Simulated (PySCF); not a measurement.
# Quadrupole coupling of protonated hydrogen cyanide Ion: levels of theory against gas-phase measurements

Values to reproduce (atoms as numbered below): 14N at N2: χzz = -0.49 MHz [1].
[1] measured, gas; W. C. Bailey, Calculation of NQCC in Gaseous State Molecules (compilation of microwave values)

Protonated hydrogen cyanide Ion, CH2N (charge +1).
Numbering: `[CH:1]#[NH+:2]` (hydrogens: H3 on C1; H4 on N2)

**Question.** What do the calculations give?

**Answer.** PySCF, non-relativistic, all at one geometry, with Q(14N) = 0.02044 b:

```json
{"level": "B3LYP/pcJ-1", "functions": "74", "14N N2 (MHz)": "-0.230", "computed/reference − 1 (%)": "-53.1"}
{"level": "PBE0/pcSseg-1", "functions": "44", "14N N2 (MHz)": "-0.362", "computed/reference − 1 (%)": "-26.2"}
```

Closest here is PBE0/pcSseg-1 (26.2 % unsigned error), furthest B3LYP/pcJ-1 (53.1 %); one molecule doesn't rank methods. Computed values are for fixed nuclei, while measured ones can include vibrational averaging. Isolated species at its GFN2-xTB geometry, gas phase. GFN2-xTB bond lengths can be off by several hundredths of an ångström, more for odd bonds, and the gradients follow them.
